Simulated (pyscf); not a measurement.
# Substitution at C: H₃C–CH₂–O–SiH₃ + H• → H₃C–CH₃ + •O–SiH₃

Gas phase, doublet surface, charge 0. Bonds broken: C2–O3. Bonds formed: C2–H13. Single points on ωB97X-D3(BJ)/def2-SVP structures (PySCF, gas phase).

Transition state (Å):

```xyz
13

C      0.9145     0.5226    -0.7558
C     -0.0518     1.2501     0.1730
O     -1.1864    -0.0320     0.3165
Si    -2.5032     0.2522     1.2898
H      1.2599    -0.3935    -0.2575
H      1.7879     1.1257    -1.0434
H      0.3720     0.2224    -1.6628
H     -0.8000     1.9386    -0.2534
H      0.1483     1.2692     1.2572
H     -3.3457    -0.9760     1.2738
H     -3.3196     1.4143     0.8092
H     -2.1045     0.5561     2.7029
H      0.6598     2.4425     0.2557
```

One imaginary mode, 1523i cm⁻¹; descent along it reached the two sides named.

```tsv
bond	change	reactant side (Å)	saddle	product side
C2–O3	breaks	1.415	1.718	3.3
C2–H13	forms	3.7	1.391	1.102
```

Electronic energies relative to the separated reactants (kcal/mol):

```csv
level,barrier,reaction energy,reverse barrier
ωB97X-D3(BJ)/def2-TZVP,35.5,-8.4,43.8
PBE/def2-TZVP,24.2,-9.9,34.2
r²SCAN/def2-TZVP,24.8,-11.9,36.6
B3LYP-D3(BJ)/def2-TZVP,28.4,-12.4,40.8
PBE0-D3(BJ)/def2-TZVP,30.6,-8.5,39.0
M06-2X/def2-TZVP,35.2,-6.2,41.4
ωB97M-D3(BJ)/def2-TZVP,33.8,-9.6,43.4
HF/def2-TZVP,53.6,-20.8,74.4
```

With ωB97M-D3(BJ)/def2-TZVP energies and thermal terms (ideal gas, 1 atm, RRHO with modes under 100 cm⁻¹ raised to 100, one conformer, R ln 2 for chiral ones without a mode under 150 cm⁻¹), in kcal/mol:

```csv
T (K),ΔH‡,ΔG‡,ΔH,ΔG
298,33.4,40.0,-7.1,-10.4
600,33.0,46.8,-8.3,-13.3
900,32.8,53.8,-9.6,-15.5
1200,32.5,60.8,-10.9,-17.3
```

The same reactants have a lower exit, to H₃C–CH₂–O–SiH₂• + H₂ (barrier +4.3 kcal/mol at ωB97M-D3(BJ)/def2-TZVP, against +33.8 kcal/mol here). H₃C–CH₂–O–SiH₃ lies 18.1 kcal/mol over its isomer H₃C–CH₂–SiH₂–OH (electronic energy, ωB97M-D3(BJ)/def2-TZVP). •O–SiH₃ lies 24.9 kcal/mol over its isomer HO–SiH₂• (electronic energy, ωB97M-D3(BJ)/def2-TZVP). One saddle was located; it need not be the lowest between these sides. The angle at the attacked C is 167°. The orbital near-degeneracy of the XH₃O or XH₃S radical is left out.
